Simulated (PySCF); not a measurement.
Computed with PySCF with PBE0-D4/def2-TZVP. Isolated molecules, 0 K electronic values unless said otherwise. 

Reference species (SMILES): `C[CH2]` (neutral, multiplicity 2).

```yaml
highest_occupied_spin_orbital: -5.93 eV
```

Changed species: `C#C[CH2]` (radical fragment; the reference has radical fragment).

**Question.** Give the shifts of the highest occupied spin orbital.

**Answer.** the highest occupied spin orbital falls by 0.43 eV, to -6.36 eV.
